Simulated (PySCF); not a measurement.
Identify the compound

Molecular formula: C2H2N2. Simulated spectra:

1H NMR (600 MHz, computed): δ 11.90 (br s, 1H), 7.86 (s, 1H).

13C{1H} NMR (computed): δ 155.2 (CH), 121.7 (C).

- PBE0-D3(BJ)/def2-TZVP structure
- B97-2/pcSseg-2 with gauge-including orbitals
- run in PySCF 2.14
- one computed conformer, gas phase, non-relativistic Hamiltonian

Shifts are taken against calculated references (same method and geometry level): 1H and 13C against TMS.

Task: What is the structure?

Result: 
The formula gives 3 degrees of unsaturation (no ring in the answer). 2 carbon signals for 2 carbons: no two carbons are equivalent. Carbon types of the structure: 1 × C, 1 × CH, leaving 1 H on heteroatoms. δC 155.2: C=N carbon. δC 121.7: nitrile carbon; typical of a nitrile. δH 11.90: hydrogen on an imine nitrogen; exchangeable; this is the value without hydrogen bonding to other molecules. δH 7.86: hydrogen on a C=N carbon.

The compound is C-Cyanomethanimine.

The OH or NH signal is concentration- and solvent-dependent in practice; the value given is the gas-phase one. Shifts are as computed. Against solution values, carbons near 30 ppm lie about +3 ppm off and those near 130 ppm about +7 ppm. Of 1211 compounds with measured shifts, 218 miss one by over three times the rms of a fit or turn the order of signals round; such compounds aren't used in these exercises.
